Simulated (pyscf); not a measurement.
A first-order saddle from PySCF, ωB97X-D3(BJ)/def2-SVP:

```xyz
11

Te     0.1082     0.1255     1.1017
C     -2.0818     0.8138     0.2401
C      0.4080    -0.2211    -1.0617
H     -2.3724    -0.1148    -0.2654
H     -2.9628     1.1909     0.8002
H     -1.7594     1.5983    -0.4549
H      1.4459    -0.5979    -1.1018
H     -0.2639    -0.9899    -1.4686
H      0.3427     0.7015    -1.6555
H     -1.1283     0.7331     2.5944
H     -1.6335     0.7929     1.5004
```

Surface: singlet, charge 0. Lowest wavenumbers (cm⁻¹): 2345i, 150, 217, 238, 340.

### Question
Which two sides does it connect, and which bonds change?

### Answer
H₃C–Te–CH₃ + H₂ <-> H₃C–TeH + CH₄, a four-centre exchange read from left to right: C–Te, H–H broken and H–Te, C–H formed. At ωB97M-D3(BJ)/def2-TZVP it lies +85.8 kcal/mol from the left side and +101.4 kcal/mol from the right (each side as separated species at their lowest minima found). At the saddle there is also a short H–Te contact that neither side keeps. From the product side, CH₃• + TeH• + CH₄ lies, by one bond made or cut, 41.3 kcal/mol under this saddle at ωB97M-D3(BJ)/def2-TZVP. The same reactants have a lower exit, to CH₃• + H₃C–Te• + H₂ (no saddle counted: cutting one bond costs +60.5 kcal/mol at ωB97M-D3(BJ)/def2-TZVP, against +85.8 kcal/mol here). This is the saddle that the search found; another between the same sides may lie lower. Elements past Kr carry the def2 core potentials, without spin-orbit coupling.
